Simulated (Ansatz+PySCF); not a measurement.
Values are calculated unless marked as measured or tabulated.
A run of PySCF 2.14.0 on triplet H₂O₂ in separate pieces at this shape:

```csv
atom,x (Å),y (Å),z (Å)
O,-0.3004,0.0000,-1.6396
O,0.9013,0.0000,-1.6396
H,-0.3004,-0.3714,1.6396
H,-0.3004,0.3714,1.6396
```

Its results:

```
Converged                       : yes
Reference energy                : -150.80898 hartree
Correlation energy              : -0.46539 hartree
Total energy                    : -151.27437 hartree
Spin squared of the determinant : 2.042
```

(1) Which input gives this output? Name the method, the orbitals and the basis set, and write the input.

Results:

(1) UHF-MP2 in cc-pVTZ.

```python
from pyscf import gto, scf, mp

mol = gto.M(atom="""
O -0.300420 0.000000 -1.639550
O 0.901280 0.000000 -1.639550
H -0.300420 -0.371400 1.639550
H -0.300420 0.371400 1.639550
""", basis='cc-pvtz', charge=0, spin=2)
mf = scf.UHF(mol)
mf.kernel()
pt = mp.MP2(mf, frozen=2).run()
print(mf.e_tot, pt.e_corr, pt.e_tot)
```
